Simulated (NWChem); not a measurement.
Molecule: phosphine (PH$_{3}$); SMILES P

All runs: NWChem. Coordinates come from a PBE0/def2-SVP optimisation. Level: PBE0/def2-SVP with SMD (1 M gas to 1 M solution), gas-phase geometry. Reactions with the solvent are ignored.

For solvent n-hexane:

```
Property                                     Value
-------------------------------------------  -----
cavity-dispersion-structure term (kcal/mol)    0.7
dipole in solution (D)                        1.05
```

Q: Estimate the same quantities for solvent water.

A: 
* **cavity-dispersion-structure term (kcal/mol)**: 2.2
* **dipole in solution (D)**: 1.26
